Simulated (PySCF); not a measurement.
**Vibration and rotation of BN⁺**

UHF-CCSD(T) constants of BN⁺, ⁴Σ⁻ (quartet), unpaired electrons σ ↑, π ↑↑ (basis B cc-pVTZ, N cc-pVTZ; no relativity; PySCF 2.14; masses 11.0093 and 14.0031 u):

| Property | Result |
| --- | --- |
| ωe | 1022.4 cm⁻¹ |
| ωexe | 25.1 cm⁻¹ |
| Be | 1.2769 cm⁻¹ |
| αe | 0.0290 cm⁻¹ |
| D (centrifugal) | 7.97e-06 cm⁻¹ |
| De to B⁺ + N | 1.23 eV |

Q: Give the vibrational terms G(v) and spacings up to v = 5.

A: G(v) = ωe(v+½) − ωexe(v+½)².

```
v  G(v) (cm⁻¹)  G(v) − G(v−1)  Bv (cm⁻¹)
0          505                     1.262
1         1477            972      1.233
2         2399            922      1.204
3         3271            872      1.175
4         4093            822      1.146
5         4864            771      1.117
```

Q: How well does the Morse estimate ωe²/(4ωexe) reproduce De, and what is D0?

A: It gives 1.29 eV, 105 % of the computed De. D0 = De − G(0) = 1.23 − 0.06 = 1.17 eV.

Correlated steps freeze 2 core orbitals. For an ion De counts to the pair picked by the measured ionisation energies or electron affinities, which need not be the lowest pair at this level. The state was picked by a PBE0 search and need not be the measured ground state.
